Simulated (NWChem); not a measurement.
**UB3LYP/def2-SVP run of BCl2 (SMILES Cl[B]Cl)**

What is the vertical ionisation energy of BCl2 at UB3LYP/def2-SVP? 

Program for the calculation: NWChem 7.3.0.

4 further runs of the same task are left out: 4 set aside as unsound or not needed.

## (1) The molecule

BCl2 has 3 atoms, charge 0, and is taken as a doublet. As SMILES, `Cl[B]Cl`. The shape is that of a PBE0-D4/def2-TZVP optimisation.

Bond lengths: Cl1–B2 1.720 Å, B2–Cl3 1.720 Å. Angles: Cl1–B2–Cl3 125.4°.

## (2) The polarisability at UB3LYP/def2-SVP

Contents of struct.nw:

```
START struct
TITLE "BCl2"
memory total 2200 mb

GEOMETRY units angstroms noautosym nocenter noautoz
Cl       0.371500      -1.525600       0.030000
B       -0.463900      -0.050300      -0.256900
Cl       0.081500       1.511100       0.213700
END

BASIS spherical bse
* library def2-SVP
END

DFT
xc b3lyp
mult 2
grid lebedev 150 18
convergence energy 1e-08
maxiter 100
mulliken
noprint "final vectors analysis"
END

PROPERTY
response 1 0
END

TASK dft property
```

Started as:

```console
$ nwchem struct.nw > struct.out
```

What it wrote:

```text
[...]
          Wavefunction type:  spin polarized.
          No. of atoms     :     3
          No. of electrons :    39
[...]
          Charge           :     0
          Spin multiplicity:     2
[...]
          AO basis - number of functions:    50
[...]
              XC Information
              --------------
                         B3LYP Method XC Potential
                     Hartree-Fock (Exact) Exchange  0.200
                        Slater Exchange Functional  0.800 local
                    Becke 1988 Exchange Functional  0.720 non-local
              Lee-Yang-Parr Correlation Functional  0.810
                  VWN I RPA Correlation Functional  0.190 local
[...]
 d= 0,ls=0.0,diis     1   -944.9103917316 -1.05D+03  1.39D-02  1.12D-01     1.8
[...]
 d= 0,ls=0.0,diis    10   -944.9730249182 -3.66D-09  4.70D-07  5.58D-10    16.6
[...]
         Total DFT energy =     -944.973024918221
      One electron energy =    -1506.691861615086
           Coulomb energy =      519.940105748412
    Exchange-Corr. energy =      -60.580354927448
 Nuclear repulsion energy =      102.359085875901
[...]
      Total Density - Mulliken Population Analysis
     ---------------------------------------------
    Atom       Charge   Shell Charges
 -----------   ------   -------------------------------------------------------
    1 Cl  17    16.99   2.00  1.98  1.28  0.63  5.93  2.18  2.96  0.03
    2 B    5     5.02   1.99  0.90  0.24  1.39  0.40  0.11
    3 Cl  17    16.99   2.00  1.98  1.28  0.63  5.93  2.18  2.96  0.03
[...]
      <S2> =      0.7522 (Exact =     0.7500)
[...]
 Anisotropic =      20.8003070
[...]
```

It took 57 s on 1 thread of Intel Xeon Platinum 8259CL at 2.50GHz (Skylake/Cascade Lake), shared host; peak memory 0.12 GiB.

## (3) The singlet cation: the energy at B3LYP/def2-SVP

Contents of m1.nw:

```
START m1
TITLE "BCl2 B3LYP"
memory total 2200 mb
charge 1
GEOMETRY units angstroms noautosym nocenter noautoz
   Cl       0.371500      -1.525600       0.030000
   B       -0.463900      -0.050300      -0.256900
   Cl       0.081500       1.511100       0.213700
END
BASIS spherical bse
   * library def2-SVP
END
DFT
   xc b3lyp
   grid lebedev 150 18
   convergence energy 1e-08
   iterations 100
   mulliken
   print low
END
TASK dft energy
```

Started as:

```console
$ nwchem m1.nw > m1.out
```

What it wrote:

```text
[...]
 d= 0,ls=0.0,diis     1   -944.4282874446 -1.05D+03  5.39D-02  2.05D+00     1.2
[...]
 d= 0,ls=0.0,diis    11   -944.6533749568 -1.43D-11  2.88D-07  2.35D-10    10.3
         Total DFT energy =     -944.653374956819
      One electron energy =    -1495.883249304274
           Coulomb energy =      509.062281038972
    Exchange-Corr. energy =      -60.191492567419
 Nuclear repulsion energy =      102.359085875901
[...]
      Total Density - Mulliken Population Analysis
     ---------------------------------------------
    Atom       Charge   Shell Charges
 -----------   ------   -------------------------------------------------------
    1 Cl  17    16.69   2.00  1.98  1.34  0.59  5.93  2.15  2.68  0.03
    2 B    5     4.62   1.99  0.90  0.03  1.32  0.29  0.11
    3 Cl  17    16.69   2.00  1.98  1.34  0.59  5.93  2.15  2.68  0.03
[...]
```

It took 11 s on 1 thread of Intel Xeon Platinum 8259CL at 2.50GHz (Skylake/Cascade Lake), shared host; peak memory 0.12 GiB.

## (4) What came out

Level: UB3LYP/def2-SVP.

| quantity | value |
| --- | --- |
| doublet BCl2: total energy | -944.97302 Eh |
| doublet BCl2: dipole moment | 0.53 D |
| doublet BCl2: ⟨S²⟩ | 0.752 |
| doublet BCl2: mean static polarisability | 30.2 bohr³ |
| singlet cation: total energy | -944.65337 Eh |
| vertical ionisation energy (to the singlet cation) | 8.698 eV |

**Reading.** The vertical ionisation energy comes to 8.70 eV (839 kJ/mol). Only the singlet of the ionised species was computed; a triplet could lie lower.
